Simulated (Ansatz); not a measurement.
Geometry optimisation, Ansatz 0.2.0, RKS PBE-D4/def2-SVP.

The input (input.yaml):

```yaml
crystal:
  periodic: [false, false, false]
  atoms:
    - { symbol: B, position_ang: [-1.2223, -0.1735, -0.4721] }
    - { symbol: S, position_ang: [-0.4039, -0.7185, 1.0769] }
    - { symbol: B, position_ang: [1.1956, 0.0687, 0.5379] }
    - { symbol: H, position_ang: [-1.2077, -0.802, -1.4503] }
    - { symbol: H, position_ang: [-1.8079, 0.9151, -0.5177] }
    - { symbol: H, position_ang: [1.4762, 1.1954, 0.8605] }
    - { symbol: H, position_ang: [2.0313, -0.5532, -0.0809] }
basis:
  gaussian: { orbitals: def2-SVP }
hamiltonian:
  xc: pbe
  dispersion: d4
relax:
  f_tol: 0.02
  max_steps: 40
scf:
  lower_state_search: "off"
```

Command:

```bash
$ ansatz run input.yaml --threads 1 --pin off --max-ram 2048MiB --backend cpu --events-out ev --progress --plain --runs-dir out
```

**Question.** Where does it end, and by what steps?

**Answer.** The run converged. After 11 steps the energy has fallen by 1.291 eV; S2 moved furthest, 1.22 Å.

```csv
step,energy less start (eV),largest force component (eV/Å),accepted
0,0.0000,1.344,yes
1,-0.0837,0.447,yes
2,-0.2220,1.168,yes
3,-0.3934,1.566,yes
4,-0.7966,0.944,yes
5,-1.0224,1.022,yes
6,-1.1989,0.275,yes
7,-1.2574,0.278,yes
8,-1.2723,0.292,yes
9,-1.2767,0.278,yes
10,-1.2912,0.045,yes
11,-1.2913,0.006,yes
```

```xyz
7
Properties=species:S:1:pos:R:3
B -1.314 -0.118 -0.529
S -0.434 0.492 0.933
B 1.305 0.128 0.572
H -0.704 -0.624 -1.445
H -2.519 0.012 -0.528
H 2.110 0.449 1.420
H 1.616 -0.408 -0.468
```

Whether the end is a true minimum wasn't checked by a vibrational analysis.

Time of the run: 6.2 s on 1 thread of Intel(R) Xeon(R) 6975P-C (Granite Rapids) (shared host), peak memory 0.12 GiB.
